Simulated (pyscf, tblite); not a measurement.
H₂C=Se → :C=Se [singlet] + hydrogen (H₂): energy along the mass-weighted descent from the GFN2-xTB saddle (tblite), relative to the relaxed reactant side.

(s (amu^1/2 bohr), E (kcal/mol)): (-3.67, 0.0); (-3.62, 0.0); (-3.24, 0.9); (-2.40, 12.4); (-1.68, 35.5); (-0.960, 62.2); (-0.120, 76.2); (0.720, 71.7); (1.44, 66.7); (1.86, 65.7); (2.03, 65.5)

Problem. The GFN2-xTB barrier from the reactant side is 76.4 kcal/mol. What does ωB97X-D3(BJ) (PySCF) give from its own reactant-side minimum, in def2-SVP and in def2-TZVP?

Solution. 95.9 kcal/mol in the double-zeta basis after reoptimising the saddle, and 93.8 kcal/mol in the triple-zeta single point, so the tight-binding barrier lies 17.4 kcal/mol under the latter. The imaginary mode goes from 1075i to 1377i cm⁻¹.
